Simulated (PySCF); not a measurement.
Gas-phase reaction: 2 SiF3 + 5 Cl2 ⇌ 2 SiCl3F + 4 ClF

Computed with PySCF (xtb for GFN2) and rigid-rotor harmonic-oscillator thermochemistry at 1 bar. † marks an energy on the PBE0/def2-TZVP geometry and frequencies; other levels use their own. Open shells (unrestricted): SiF3 (multiplicity 2); the rest are closed-shell singlets. GFN2 has no spin-polarisation term.

PBE/def2-SVP gives ΔH°(298 K) = -91 kJ.

**Question.** What do GFN2-xTB, r2SCAN/def2-TZVP†, LDA/def2-TZVP† give?

**Answer.** GFN2-xTB: 9 kJ; r2SCAN/def2-TZVP†: -25 kJ; LDA/def2-TZVP†: -64 kJ. For scale, ΔH°(298 K) is -91 kJ at this level, -71 kJ at ωB97M-V/def2-TZVP†, and runs from -114 to 93 kJ over the 20 levels computed († marks an energy on the PBE0/def2-TZVP geometry).
